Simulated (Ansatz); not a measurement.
Born–Oppenheimer molecular dynamics of CH$_{5}$FN (8 atoms, charge 0, multiplicity 2). It starts at the highest image of a converged band. Of that band: The profile has 2 maxima (images 3, 6) with wells between them (image 4): this band takes more than one step, which may be the mechanism or a detour left from its start path. A vibrational analysis at the climbing image gives one clearly imaginary mode, 1559i cm⁻¹: a first-order saddle point.

Level of theory: UKS r2SCANh/def2-SVP in Ansatz 0.2.0.

* ensemble: NVE (velocity Verlet)
* time step: 0.5 fs
* steps asked: 200
* starting velocities drawn for: 300 K
* seed: 2322

Frames 1 fs apart, positions in Å.

Velocities at 0.0 fs (Å/ps):

```
H -13.90 25.14 -23.72
C -2.13 -5.92 6.04
F -0.38 3.67 -2.37
N 1.02 -2.42 -0.25
H 26.71 -18.75 -7.62
H -5.75 13.70 5.52
H 12.05 9.29 -4.51
H -0.79 5.62 6.48
```

```xyz
8
Properties=species:S:1:pos:R:3 time_fs=0.0 energy_less_start_eV=0.000 T=300
H 0.256 -0.312 0.207
C -1.018 -0.161 0.018
F -1.223 0.954 -0.725
N 1.545 -0.163 0.203
H -1.338 -1.065 -0.520
H -1.464 -0.063 1.018
H 1.656 0.026 -0.802
H 1.586 0.784 0.602
8
Properties=species:S:1:pos:R:3 time_fs=1.0 energy_less_start_eV=0.015 T=281
H 0.242 -0.287 0.184
C -1.020 -0.167 0.024
F -1.223 0.957 -0.728
N 1.546 -0.165 0.202
H -1.312 -1.084 -0.527
H -1.469 -0.049 1.023
H 1.668 0.035 -0.807
H 1.585 0.789 0.608
8
Properties=species:S:1:pos:R:3 time_fs=2.0 energy_less_start_eV=0.048 T=238
H 0.227 -0.264 0.162
C -1.022 -0.173 0.029
F -1.223 0.961 -0.730
N 1.547 -0.167 0.202
H -1.286 -1.099 -0.533
H -1.475 -0.037 1.028
H 1.680 0.044 -0.808
H 1.584 0.792 0.613
8
Properties=species:S:1:pos:R:3 time_fs=3.0 energy_less_start_eV=0.086 T=190
H 0.210 -0.243 0.143
C -1.024 -0.178 0.035
F -1.224 0.964 -0.732
N 1.548 -0.169 0.201
H -1.261 -1.111 -0.535
H -1.480 -0.028 1.030
H 1.692 0.052 -0.806
H 1.584 0.789 0.616
8
Properties=species:S:1:pos:R:3 time_fs=4.0 energy_less_start_eV=0.117 T=150
H 0.192 -0.225 0.129
C -1.026 -0.182 0.039
F -1.224 0.967 -0.734
N 1.550 -0.170 0.201
H -1.238 -1.116 -0.532
H -1.484 -0.022 1.030
H 1.703 0.059 -0.800
H 1.583 0.781 0.618
8
Properties=species:S:1:pos:R:3 time_fs=5.0 energy_less_start_eV=0.141 T=119
H 0.171 -0.212 0.119
C -1.027 -0.186 0.042
F -1.225 0.969 -0.736
N 1.552 -0.170 0.200
H -1.220 -1.117 -0.526
H -1.488 -0.020 1.028
H 1.714 0.065 -0.791
H 1.583 0.770 0.618
8
Properties=species:S:1:pos:R:3 time_fs=6.0 energy_less_start_eV=0.159 T=96
H 0.148 -0.203 0.117
C -1.028 -0.188 0.045
F -1.226 0.971 -0.737
N 1.554 -0.171 0.199
H -1.206 -1.114 -0.517
H -1.492 -0.023 1.024
H 1.724 0.070 -0.783
H 1.584 0.760 0.620
8
Properties=species:S:1:pos:R:3 time_fs=7.0 energy_less_start_eV=0.166 T=86
H 0.124 -0.199 0.121
C -1.029 -0.189 0.046
F -1.227 0.972 -0.739
N 1.556 -0.172 0.198
H -1.199 -1.110 -0.507
H -1.497 -0.030 1.020
H 1.734 0.075 -0.777
H 1.585 0.752 0.624
8
Properties=species:S:1:pos:R:3 time_fs=8.0 energy_less_start_eV=0.155 T=101
H 0.101 -0.199 0.132
C -1.029 -0.188 0.047
F -1.228 0.972 -0.740
N 1.560 -0.172 0.197
H -1.199 -1.108 -0.498
H -1.503 -0.040 1.017
H 1.744 0.080 -0.776
H 1.586 0.749 0.631
8
Properties=species:S:1:pos:R:3 time_fs=9.0 energy_less_start_eV=0.126 T=139
H 0.081 -0.203 0.150
C -1.029 -0.185 0.046
F -1.230 0.972 -0.740
N 1.563 -0.173 0.196
H -1.207 -1.109 -0.491
H -1.511 -0.054 1.015
H 1.754 0.084 -0.778
H 1.588 0.749 0.642
8
Properties=species:S:1:pos:R:3 time_fs=10.0 energy_less_start_eV=0.086 T=190
H 0.065 -0.211 0.174
C -1.029 -0.181 0.045
F -1.232 0.971 -0.741
N 1.568 -0.175 0.196
H -1.222 -1.113 -0.487
H -1.521 -0.070 1.014
H 1.763 0.089 -0.783
H 1.590 0.752 0.654
8
Properties=species:S:1:pos:R:3 time_fs=11.0 energy_less_start_eV=0.045 T=243
H 0.057 -0.223 0.204
C -1.029 -0.175 0.043
F -1.233 0.969 -0.741
N 1.573 -0.175 0.195
H -1.244 -1.116 -0.485
H -1.533 -0.087 1.014
H 1.770 0.093 -0.788
H 1.592 0.754 0.667
```

Of the whole run (100 fs, mean temperature of the second half 540 K): The conserved energy stayed within 0.13 meV per atom of its start (net change -0.0062 meV per atom), so the integration is sound. The system heated up, since it started high on the potential surface and ran downhill. A run of 0.1 ps of so small a system gives no equilibrium averages.

Time of the run: 11 min on 2 threads of Arm Neoverse N1, with other jobs on the host, peak memory 0.18 GiB.
